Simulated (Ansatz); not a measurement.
Basis-set extrapolation for CH$_{3}$BS (`B1CS1`) (PBE0-D4/def2-TZVP geometry, frozen core, Ansatz 0.2.0). Multiplicity 1, RHF reference.

```json
{"": "HF", "def2-TZVPP": "-461.847334", "def2-QZVPP": "-461.861231"}
{"": "MP2 correlation", "def2-TZVPP": "-0.439632", "def2-QZVPP": "-0.471709"}
{"": "CCSD(T) correlation", "def2-TZVPP": "-0.493262", "def2-QZVPP": "-0.522118"}
```

Energies in hartree. Use E(X) = E(∞) + A·exp(−7.88·√X) for Hartree–Fock and E(X) = E(∞) + B·X^(−2.97) for correlation, with X = 3 and 4.

What is the CCSD(T) energy at the basis-set limit?

HF limit: -461.861231 + (-0.013897) × 0.13774 = -461.86315. Correlation limit: -0.522118 + (-0.028856) × 0.74074 = -0.54349. Total: -462.40664 hartree, 41.4 kcal/mol below CCSD(T)/def2-TZVPP.
